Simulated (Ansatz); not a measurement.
The input, for Ansatz 0.2.0:

```yaml
crystal:
  periodic: [false, false, false]
  atoms:
    - {symbol: Sb, position_ang: [0.000000, -0.019283, 0.000000]}
    - {symbol: H, position_ang: [0.000000, 1.164716, -1.206951]}
    - {symbol: H, position_ang: [0.000000, 1.164716, 1.206951]}
basis:
  gaussian: {orbitals: def2-mTZVP}
total_charge: 1
magnetization: {spin_polarized: false, initial_magnetization: 2}
hamiltonian: {xc: {name: PBE0}}
correlation: {method: ccsdt, electrons: outside_noble_gas}
scf: {lower_state_search: off}
```

```sh
$ ansatz run in.yaml --threads 1 --pin off --events-out ev --progress --plain --max-ram 2393MiB
```

Output:

```
these checks for a lower state are left out or cut short: stability, starts, cluster_reference, orbital_swaps, neighbouring_geometries, increment
845 factors; integrals over basis functions are off by at most 1.4e-7 eV
mean field evaluation 1: about -6558.4103 eV, gradient 1.0e1 eV
mean field evaluation 2: about -6558.4574 eV, gradient 1.0e1 eV
mean field evaluation 4: about -6558.8965 eV, gradient 1.2e0 eV
mean field evaluation 8: about -6558.9027 eV, gradient 9.6e-3 eV
mean field evaluation 16: about -6558.9027 eV, gradient 2.9e-6 eV
mean field -6558.90272668 eV, -241.0352294217 hartree, gradient 2.9e-6 eV, S^2 2.000000; 0 other end points of the search recorded, 0 dependent functions left out
9 core orbitals not correlated: weight in the atoms' cores, before any rotation towards them, 0.999 or more for the frozen orbitals, at most 0.000 for the correlated occupied ones
reference -6531.78028254 eV, -240.0384979836 hartree; 4, 2 occupied and 29, 31 virtual orbitals, 845 factors
second order -1.80541727 eV of doubles, -0.18721082 eV of singles
cycle   1  -2.33111899 eV  change   -3.4e-1 eV  update   5.7e-2
cycle   2  -2.55376140 eV  change   -2.2e-1 eV  update   2.6e-2
cycle   3  -2.57211316 eV  change   -1.8e-2 eV  update   8.0e-3
cycle   4  -2.57853904 eV  change   -6.4e-3 eV  update   3.9e-3
cycle   5  -2.57860279 eV  change   -6.4e-5 eV  update   1.3e-3
cycle   6  -2.57839698 eV  change    2.1e-4 eV  update   4.6e-4
cycle   7  -2.57871297 eV  change   -3.2e-4 eV  update   2.0e-4
cycle   8  -2.57872054 eV  change   -7.6e-6 eV  update   6.8e-5
cycle   9  -2.57866516 eV  change    5.5e-5 eV  update   2.6e-5
cycle  10  -2.57868581 eV  change   -2.1e-5 eV  update   1.1e-5
cycle  11  -2.57868614 eV  change   -3.3e-7 eV  update   4.9e-6
cycle  12  -2.57868360 eV  change    2.5e-6 eV  update   2.1e-6
cycle  13  -2.57868226 eV  change    1.3e-6 eV  update   6.5e-7
cycle  14  -2.57868270 eV  change   -4.4e-7 eV  update   2.7e-7
Total energy: -6534.35896524 eV, -240.1332628250 hartree
Checks for a lower state left out: stability, starts, cluster_reference, orbital_swaps, neighbouring_geometries, increment
```

Ran on 1 thread of Arm Neoverse V1, shared host: 3.3 s wall, 0.14 GiB peak host memory.
